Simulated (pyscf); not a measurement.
One four-centre exchange on the singlet surface with elements of a group swapped. ωB97M-D3(BJ)/def2-TZVP, kcal/mol, from the separated reactants. Single points on ωB97X-D3(BJ)/def2-SVP structures (PySCF, gas phase).

```tsv
step	barrier	reaction energy	imaginary mode (i cm⁻¹)
H₃Si–Se–SiH₃ + H₂ -> SiH₄ + H₃Si–SeH	___	___	1227
H₃Si–S–SiH₃ + H₂ -> SiH₄ + H₃Si–SH	55.7	+9.0	1304
```

Task: What belongs in the gaps?

Result: 
- H₃Si–Se–SiH₃ + H₂ -> SiH₄ + H₃Si–SeH, barrier: 55.1
- H₃Si–Se–SiH₃ + H₂ -> SiH₄ + H₃Si–SeH, reaction energy: +9.5

Each row is the saddle that its search found. Elements up to Kr have no core potential and no relativistic terms here.
